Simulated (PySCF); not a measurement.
Thietane 1,1-dioxide, C3H6O2S.
Cartesian coordinates in Å at the PBE0-D3(BJ)/def2-SVP level; atoms count from 1:
```xyz
12
C3H6O2S angstrom
O      1.7398    0.1765   -1.6927
S      1.2111    0.1815   -0.3376
O      2.0737    0.4083    0.8153
C     -0.3401    1.1145   -0.1502
C     -0.9825   -0.1317    0.4899
C      0.0475   -1.1741    0.0121
H     -0.7277    1.3602   -1.1485
H     -0.2382    2.0169    0.4659
H     -0.9867   -0.0547    1.5853
H     -2.0074   -0.3293    0.1486
H     -0.2150   -1.6696   -0.9328
H      0.4256   -1.8986    0.7447
```

Computed, not measured: core-valence-separated Tamm–Dancoff BHandHLYP/aug-pcX-1 (pcseg-1 on H, def2-SVPD on S) in PySCF, non-relativistic, gas phase, PBE0-D3(BJ)/def2-SVP geometry. The energies are unshifted.

The lowest roots of each edge with f over 0.003 (five at most, numbered afresh; weaker and dark ones are left out), with transition dipoles (au) in the frame of the coordinates:

```json
{"root": "1", "edge": "C", "E (eV)": "285.47", "f": "0.0226", "μx": "-0.0308", "μy": "-0.0463", "μz": "0.0118"}
{"root": "2", "edge": "C", "E (eV)": "285.48", "f": "0.0886", "μx": "0.1099", "μy": "0.0023", "μz": "-0.0239"}
{"root": "3", "edge": "C", "E (eV)": "286.25", "f": "0.0122", "μx": "-0.0411", "μy": "-0.0070", "μz": "-0.0003"}
{"root": "4", "edge": "C", "E (eV)": "286.54", "f": "0.0205", "μx": "-0.0148", "μy": "-0.0061", "μz": "-0.0517"}
{"root": "5", "edge": "C", "E (eV)": "286.61", "f": "0.0177", "μx": "0.0091", "μy": "-0.0489", "μz": "0.0070"}
{"root": "6", "edge": "O", "E (eV)": "532.05", "f": "0.0373", "μx": "0.0248", "μy": "0.0072", "μz": "0.0469"}
{"root": "7", "edge": "O", "E (eV)": "532.20", "f": "0.0357", "μx": "-0.0098", "μy": "0.0016", "μz": "0.0514"}
{"root": "8", "edge": "O", "E (eV)": "532.64", "f": "0.0268", "μx": "0.0073", "μy": "-0.0446", "μz": "0.0029"}
{"root": "9", "edge": "O", "E (eV)": "532.77", "f": "0.0236", "μx": "0.0073", "μy": "-0.0418", "μz": "0.0026"}
{"root": "10", "edge": "O", "E (eV)": "533.05", "f": "0.0212", "μx": "-0.0379", "μy": "-0.0059", "μz": "0.0124"}
```

Question: Molecules are fixed in this frame and the field points along y. What effective strengths 3 f cos²θ do the roots have (θ between field and μ)?

Answer: root 1 (C4/C6): 0.045, root 2 (C4/C6): 0.000, root 3 (C5): 0.001, root 4 (C5): 0.001, root 5 (C4/C6): 0.050, root 6 (O3): 0.002, root 7 (O1): 0.000, root 8 (O1): 0.078, root 9 (O3): 0.069, root 10 (O3): 0.001. Root 8 is the strongest. Averaged over all orientations cos²θ is 1/3, which gives f back.

One conformer stands for the species.
